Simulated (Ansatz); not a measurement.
These are frozen-core CCSD(T)/cc-pVTZ // B3LYP-D3(BJ)/def2-TZVP (Ansatz, a quantum-chemistry and plane-wave program) values and carry that method's errors.

Ansatz 0.2 input:
```yaml
crystal:
  periodic: [false, false, false]
  atoms:
    - { symbol: C, position_ang: [-0.561492, 0.07134, 0.000232] }
    - { symbol: C, position_ang: [0.804107, -0.102167, -0.000324] }
    - { symbol: O, position_ang: [1.918093, -0.243703, -0.000796] }
    - { symbol: H, position_ang: [-0.960198, 1.082871, 0.023224] }
    - { symbol: H, position_ang: [-1.200511, -0.808339, -0.022335] }
basis:
  gaussian: { orbitals: cc-pVTZ }
correlation:
  method: ccsd_t
total_charge: 1
magnetization:
  spin_polarized: true
  initial_magnetization: 1
```

Output:

```
Functional definition: HF
690 factors; integrals over basis functions are off by at most 1.2e-3 eV
mean field evaluation 1: about -4117.7864 eV, gradient 3.3e1 eV
mean field evaluation 2: about -4117.7884 eV, gradient 3.3e1 eV
mean field evaluation 4: about -4121.9176 eV, gradient 3.3e0 eV
mean field evaluation 8: about -4122.0285 eV, gradient 2.6e-1 eV
mean field evaluation 16: about -4117.7884 eV, gradient 3.3e1 eV
mean field evaluation 32: about -4116.6974 eV, gradient 1.9e-1 eV
mean field -4122.03364374 eV, -151.4819423926 hartree, gradient 1.8e-6 eV, S^2 0.798651; 0 other end points of the search recorded, 0 dependent functions left out
3 core orbitals not correlated
reference -4122.03364374 eV, -151.4819423926 hartree; 8, 7 occupied and 107, 108 virtual orbitals, 690 factors
second order -13.35342460 eV of doubles, -0.00000000 eV of singles
cycle   1  -13.20701347 eV  change    1.5e-1 eV  update   1.0e-1
cycle   2  -13.63935674 eV  change   -4.3e-1 eV  update   3.6e-2
cycle   3  -13.77195573 eV  change   -1.3e-1 eV  update   2.0e-2
cycle   4  -13.76873767 eV  change    3.2e-3 eV  update   7.2e-3
cycle   5  -13.77028339 eV  change   -1.5e-3 eV  update   3.4e-3
cycle   6  -13.77120999 eV  change   -9.3e-4 eV  update   1.1e-3
cycle   7  -13.77116075 eV  change    4.9e-5 eV  update   4.3e-4
cycle   8  -13.77136112 eV  change   -2.0e-4 eV  update   1.7e-4
cycle   9  -13.77132882 eV  change    3.2e-5 eV  update   6.3e-5
cycle  10  -13.77130103 eV  change    2.8e-5 eV  update   2.8e-5
cycle  11  -13.77133080 eV  change   -3.0e-5 eV  update   1.1e-5
cycle  12  -13.77132642 eV  change    4.4e-6 eV  update   5.3e-6
perturbative correction -0.62349446 eV, -0.0229129988 hartree
Total energy: -4136.42846462 eV, -152.0109423027 hartree
```

Cost: roughly 8 core-seconds.
